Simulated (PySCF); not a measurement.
Series: triple bonds. All species are isolated molecules in the gas phase. Strings in code marks are SMILES.

Level of theory: PBE0-D4/def2-TZVP run with PySCF. Excitations are Tamm–Dancoff values on a coarser integration grid. The basis has no diffuse functions, so Rydberg states are missing or too high.

| species | S1 excitation (TDA) (eV) | HOMO (eV) | T1 excitation (TDA) (eV) |
|---|---|---|---|
| `N#N` | 9.59 | -12.18 | 7.70 |
| `O=B` | 8.04 | -10.43 | – |
| `B=S` | 5.31 | -8.53 | – |
| `B=N` | 7.13 | -8.57 | – |
| `[C-]#[S+]` | 4.93 | -8.87 | 3.19 |
| `[Ge-]#[O+]` | 4.79 | -8.48 | 3.83 |
